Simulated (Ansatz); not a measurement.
# SF₄: small, medium and large basis sets

How large a basis does SF₄ need? Two functionals are run in growing sets.

Program: Ansatz 0.2.0, Gaussian basis. Level of theory: one geometry, several basis sets. These are calculated values, not measurements.

Levels to be run: PBE0-D4/def2-SVP; ωB97M-V/def2-SVP; PBE0-D4/def2-QZVPP; ωB97M-V/def2-QZVPP; the functionals' def2-TZVPP values are taken from earlier runs.

## 1. The geometry

The geometry comes from an earlier relaxation with PBE0-D4 in a triple-zeta def2 set; it is a stationary point.

SMILES `FS(F)(F)F`, 5 atoms, charge 0, spin multiplicity 1.

Atoms are counted from 1 here; the program's logs count them from 0.

Bond lengths: F1–S2 1.553 Å, S2–F3 1.649 Å, S2–F4 1.649 Å, S2–F5 1.553 Å. Angles: F1–S2–F3 87.6°, F1–S2–F4 87.6°, F1–S2–F5 101.3°, F3–S2–F4 172.5°, F3–S2–F5 87.6°, F4–S2–F5 87.6°.

Geometry (Å):

```xyz
5
charge 0, multiplicity 1
F    -0.56117   -0.22798    1.17280
S     0.06399   -0.35735   -0.24300
F     1.53671   -0.46200    0.49143
F    -1.44014   -0.07731   -0.85816
F     0.40060    1.12464   -0.56306
```

## 2. PBE0-D4 in def2-SVP

The input, in.yaml:

```yaml
crystal:
  periodic: [false, false, false]
  atoms:
    - {symbol: F, position_ang: [-0.561173, -0.227980, 1.172798]}
    - {symbol: S, position_ang: [0.063988, -0.357355, -0.243004]}
    - {symbol: F, position_ang: [1.536709, -0.462000, 0.491432]}
    - {symbol: F, position_ang: [-1.440139, -0.077307, -0.858165]}
    - {symbol: F, position_ang: [0.400605, 1.124641, -0.563061]}
basis:
  gaussian: {orbitals: def2-SVP}
hamiltonian: {xc: pbe0, dispersion: d4}
output: {orbitals: {seedname: orbitals}}
```

Further steps of the session: ωB97M-V in def2-SVP; PBE0-D4 in def2-QZVPP; ωB97M-V in def2-QZVPP.

**Question.** What will the summary of the whole plan be? Wanted: PBE0-D4: double and triple zeta above quadruple; ωB97M-V: double and triple zeta above quadruple.

The runs gave:

```
                                       quantity           value
PBE0-D4: double and triple zeta above quadruple  19.67, 1.00 eV
ωB97M-V: double and triple zeta above quadruple  19.90, 0.95 eV
```

In words: For PBE0-D4 the step from double to triple zeta gains 18.67 eV and the next only 1.00 eV. These are total energies; as a rule much of such shifts cancels in differences, which this series doesn't test.
